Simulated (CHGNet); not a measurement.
fcc Ag

Calculation: the machine-learned potential CHGNet 0.3.0 (trained on PBE and PBE+U data).

Cell (relaxed at this level):

```cif
data_Ag
_chemical_formula_sum 'Ag1'
_space_group_name_H-M_alt 'P 1'
_space_group_IT_number 1
_cell_length_a 2.94087
_cell_length_b 2.94087
_cell_length_c 2.94087
_cell_angle_alpha 60.000
_cell_angle_beta 60.000
_cell_angle_gamma 60.000
loop_
_space_group_symop_operation_xyz
  'x, y, z'
loop_
_atom_site_label
_atom_site_type_symbol
_atom_site_fract_x
_atom_site_fract_y
_atom_site_fract_z
_atom_site_occupancy
Ag1 Ag 0.00000 0.00000 0.00000 1
```

For fcc Ag, the vacancy formation energy is 0.50 eV.

Measured, for comparison: vacancy formation energy 1.21 ± 0.1 eV (midpoint of the printed range, monovacancy, our sources range from 1.06 to 1.21; as tabulated in Mehl and Papaconstantopoulos (1996), arXiv:mtrl-th/9602003). Computed (rounded) less measured: vacancy formation energy not scored (sources differ).

A machine-learned potential is trained on density-functional data: it inherits that level's misses and adds fitting errors of its own.

Note: this model's volume lies 5 % above that of the starting cell (a measured, published or database cell).
